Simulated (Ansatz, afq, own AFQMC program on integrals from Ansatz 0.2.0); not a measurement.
Two steps: Ansatz 0.2.0 writes the Fock matrix and Cholesky factors of the valence space, and afq projects on them the lowest state that overlaps trial and start.

```yaml
crystal:
  periodic: [false, false, false]
  atoms:
    - {symbol: B, position_ang: [0.000000, 0.079752, 0.863775]}
    - {symbol: N, position_ang: [0.000000, -0.117617, -0.587927]}
    - {symbol: H, position_ang: [0.000000, 0.779045, -1.094669]}
basis:
  gaussian: {orbitals: cc-pVDZ}
magnetization: {spin_polarized: true, initial_magnetization: 3}
correlation: {method: ccsd_t, electrons: outside_noble_gas, hamiltonian_folder: ham}
```

```sh
$ ansatz run in.yaml --threads 1 --pin off --events-out ev --progress --plain --max-ram 1382MiB
```

afq runs on the folder ham with

```
--method phaseless --trial cisd --walkers 60 --populations 1 --least-time 40 --time-step 0.005 --steps-per-block 50 --equilibration-blocks 28 --max-blocks 300 --target-error 0.00036 --factor-cut 1e-05 --start spin_pure --seed 239 --release-times 0.24,0.5,1,1.5 --release-step 0.02 --release-every 4 --taylor-order 6
```

Times are imaginary, in 1/Eh. The walk had a cap of 671 s.

Log:

```
orbitals 31  electrons 6 3  factors 232 of 313
reference energy -79.53874226 Eh
CCSD correlation -0.18951214 Eh in 15 cycles, weight of the determinant in the CISD state 0.9162
energy of the start -79.728154 Eh
 block  time / (1/Eh)  mean weight  energy / Eh
     1     0.250  1.0021  -79.727484
     2     0.500  1.0004  -79.727700
     3     0.750  1.0021  -79.732271
     4     1.000  1.0018  -79.728861
     5     1.250  0.9997  -79.729127
    10     2.500  0.9987  -79.733411
    29     7.250  0.9987  -79.732087
    49    12.250  1.0001  -79.738325
    69    17.250  0.9976  -79.730023
    89    22.250  1.0006  -79.732678
    97    24.250  0.9997  -79.742918
   109    27.250  1.0012  -79.734094
   129    32.250  0.9989  -79.735136
   149    37.250  1.0002  -79.740491
   169    42.250  0.9938  -79.733068
   185    46.250  1.0010  -79.728626
blocks merged  error / Eh  count
     1  0.000273  160
     2  0.000312  80
     4  0.000330  40
     8  0.000329  20
    16  0.000420  10
released: time / (1/Eh)  energy / Eh  error  mean overlap
  0.24  -79.734622  0.000464  1.0051
  0.50  -79.735215  0.000453  1.0078
  1.00  -79.735134  0.000598  1.0164
  1.50  -79.734855  0.000654  1.0319
energy -79.734574 +/- 0.000330 Eh
(rows thinned)
```

The run passed its tests (sampling time, drift between the halves within three errors, error under three times the target), which doesn't prove that it has relaxed. The second half of the sampling lies below the first by 1.5 errors of their difference, so the energy may still be moving and its error bar be too small.

Against this walk (error 9.0 meV) on the same determinant: CCSD(T) 33.0 meV higher, CCSDT(Q) 5.0 meV lower (within the noise). The error is statistical and leaves out the bias of the constraint. Released to 1.50 1/Eh the energy moves by -8 ± 20 meV (both errors), within twice the noise.

Cautions: constraint bias not in the error; lower spins were not checked.

The walk took 2.7 min on 1 thread of Arm Neoverse V1, with other jobs on the host. The log's last line is the phaseless energy.

CCSDT and higher add their correlation energy to the determinant of the CCSD(T) run, since their own runs factorise the integrals more tightly (a shift of under 2 meV). A walk keeps the symmetry of its determinant, which the program's search chose and which needn't be the lowest solution, so a lower state of the same spin and another symmetry isn't excluded.
